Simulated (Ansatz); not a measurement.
Geometry optimisation, Ansatz 0.2.0, RKS BHLYP-D4/def2-SVP.

Input file:

```yaml
crystal:
  periodic: [false, false, false]
  atoms:
    - { symbol: B, position_ang: [0.118658, 0.625072, -0.37419] }
    - { symbol: H, position_ang: [0.124197, -0.317414, 1.837807] }
    - { symbol: "N", position_ang: [1.349092, 0.023945, -0.656381] }
    - { symbol: H, position_ang: [1.415535, -0.876908, -1.089674] }
    - { symbol: H, position_ang: [2.237693, 0.428442, -0.424249] }
    - { symbol: H, position_ang: [-0.898776, 0.061957, -0.673055] }
    - { symbol: "N", position_ang: [0.015314, 1.957587, 0.251623] }
    - { symbol: H, position_ang: [0.805023, 2.496056, 0.556055] }
    - { symbol: H, position_ang: [-0.870984, 2.388737, 0.4295] }
    - { symbol: H, position_ang: [-0.042653, 0.375228, 1.879863] }
basis:
  gaussian: { orbitals: def2-SVP }
hamiltonian:
  xc: { name: BHLYP }
  dispersion: d4
relax:
  f_tol: 0.03
  max_steps: 50
output:
  orbitals: {}
```

Launched with:

```bash
$ ansatz run input.yaml --threads 2 --pin off --max-ram 3072MiB --backend cpu --events-out ev --progress --plain --runs-dir out
```

Task: Where does it end, and by what steps?

Result: The forces met the threshold. The force dipped under the threshold on the way, but the program's further checks kept it going. After 18 steps the energy has fallen by 0.360 eV; H2 moved furthest, 1.64 Å.

```csv
step,energy less start (eV),largest force component (eV/Å),accepted
0,0.0000,2.162,yes
1,-0.2123,0.804,yes
2,-0.2845,0.311,yes
3,-0.3144,0.161,yes
4,-0.3288,0.082,yes
5,-0.3351,0.238,yes
6,-0.3453,0.094,yes
7,-0.3506,0.098,yes
8,-0.3541,0.025,yes
9,-0.3530,0.427,no
10,-0.3553,0.029,yes
11,-0.3568,0.075,yes
12,-0.3573,0.234,yes
13,-0.3587,0.083,yes
14,-0.3594,0.054,yes
15,-0.3600,0.047,yes
16,-0.3601,0.140,yes
17,-0.3604,0.037,yes
18,-0.3605,0.021,yes
```

```xyz
10
Properties=species:S:1:pos:R:3
B 0.208 0.660 -0.740
H -0.325 0.145 3.347
N 1.451 0.160 -1.162
H 1.529 -0.534 -1.880
H 2.334 0.436 -0.772
H -0.789 0.251 -1.276
N 0.071 1.617 0.286
H 0.842 2.048 0.762
H -0.821 1.999 0.538
H -0.248 0.381 2.634
```

Run time: 21 s on 2 threads of Arm Neoverse V1, with other jobs on the host, peak memory 0.14 GiB.
